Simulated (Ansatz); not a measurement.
Fluorite SrCl₂

These are LDA in Ansatz (plane waves, PAW) values and carry that method's errors.

Settings: plane-wave cutoff 520 eV, 8×8×8 k mesh, Fermi–Dirac smearing 0.01 eV, scalar-relativistic PAW data made under PBE.

Cell: relaxed at this level.

```yaml
volume_per_atom: 26.20 Å³/atom
bulk_modulus: 44.1 GPa
lattice_parameter_a: 6.800 Å
band_gap: 5.10 eV
direct gap at Γ: 5.55 eV
pressure derivative B′ of the bulk modulus: 4.5
```

Measured, for comparison: band gap 7.5 eV (temperature not stated, no zero-point or thermal correction; as tabulated in Aguado et al. (1999), arXiv:cond-mat/9901145); equilibrium volume per atom 28.27 Å³/atom, lattice constant a 6.974 Å (room temperature, no zero-point or thermal correction; as tabulated in Kanchana et al., Calculated structural, elastic and electronic properties of …); bulk modulus 34.3 GPa (temperature not stated, no zero-point or thermal correction, from elastic constants; as tabulated in Kanchana et al., Calculated structural, elastic and electronic properties of …). Computed (rounded) less measured: equilibrium volume per atom -7.3 %, bulk modulus +29 % (against room or unstated temperature, where such soft solids are markedly softer), lattice constant a -2.5 %.

Spin–orbit coupling is not included.

Computed values are for the static lattice.

It cost very roughly 30 core-seconds of CPU time.

Ansatz is an electronic-structure program.
